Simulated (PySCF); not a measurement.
Species, as SMILES: P#P (P2).
Geometry (B3LYP-D3(BJ)/def2-TZVP, fixed):
```xyz
2

P      0.0000     0.0000    -0.9447
P      0.0000     0.0000     0.9447
```

How fast the lowest singlet excitation energy converges with the basis for several methods (PySCF): deviation from each method's own reference, in eV. References: CAM-B3LYP 3.404 eV, the value in aug-pcseg-3; PBE 3.721 eV, the value in aug-pcseg-3; PBE0 3.593 eV, the value in aug-pcseg-3. All functions are spherical. Density fitting with generated auxiliary sets. No added dispersion term, no relativity. Tamm-Dancoff approximation, the state taken by its order.

```tsv
basis	functions	CAM-B3LYP	PBE	PBE0
3-21G	26	0.245	[?]	0.301
6-31G**	36	0.046	[?]	0.062
pcseg-2	68	0.023	[?]	0.027
6-311++G(2d,2p)	70	0.028	[?]	0.026
def2-TZVP	74	0.012	[?]	0.013
aug-cc-pV(T+d)Z	110	0.001	[?]	0.001
pcseg-3	128	0.001	[?]	0.001
pcseg-4	210	0.000	[?]	0.000
```

**Question.** Complete the blanks.

**Answer.** 
- 3-21G, PBE: 0.389
- 6-31G**, PBE: 0.091
- pcseg-2, PBE: 0.041
- 6-311++G(2d,2p), PBE: 0.029
- def2-TZVP, PBE: 0.019
- aug-cc-pV(T+d)Z, PBE: 0.002
- pcseg-3, PBE: 0.003
- pcseg-4, PBE: 0.000

Mean absolute deviation over pcseg-2, 6-311++G(2d,2p), def2-TZVP, aug-cc-pV(T+d)Z: CAM-B3LYP 0.016, PBE0 0.017, PBE 0.023 eV.
